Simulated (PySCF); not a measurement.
Species: CF3 (doublet state).
Atom-mapped SMILES: `[F:1][C:2]([F:3])[F:4]`

Computed with PySCF 2.14.0, UKS B3LYP, pcH-1 on C F, non-relativistic, mean-field spin-orbit, GIAO. Isolated species at its GFN2-xTB geometry, gas phase. The geometry wasn't refined by DFT: couplings that depend on bond lengths, twists or pyramidal angles can differ widely from those at the functional's own minimum.

Principal values of hyperfine tensors in MHz (contact and dipolar terms together), for some of the nuclei:

| atom | isotope | A1 | A2 | A3 | alike by the symmetry of this geometry |
| --- | --- | --- | --- | --- | --- |
| C2 | 13C | 664.19 | 664.19 | 876.93 | none |
| F4 | 19F | 171.23 | 182.64 | 823.06 | F1, F3 |

**Question.** Split each tensor into its isotropic and traceless parts, and turn a_iso into mT with g = 2.0033.

**Answer.** a_iso = (A1 + A2 + A3)/3, Ti = Ai − a_iso; 1 mT corresponds to 28.039 MHz.

```tsv
atom	a_iso (MHz)	a_iso (mT)	T1	T2	T3
C2	735.10	26.217	-70.91	-70.91	141.83
F4	392.31	13.992	-221.08	-209.67	430.75
```

**Question.** What spin density at the nucleus of F4 lies behind its contact coupling (g_N = 5.25774)?

**Answer.** a_FC = 800.24 MHz bohr³ × g_N × ρ(0)/(2S). With a_FC = 392.31 MHz and 2S = 1, ρ(0) = 0.09324 bohr⁻³.

**Question.** Name the largest traceless tensor T of the table and describe it.

**Answer.** F4: -221.1, -209.7, 430.7 MHz, nearly axial, close to the ratio −1:−1:+2.

Time: 5.4 s of wall time. Hardware: an x86-64 server with one thread (shared host).
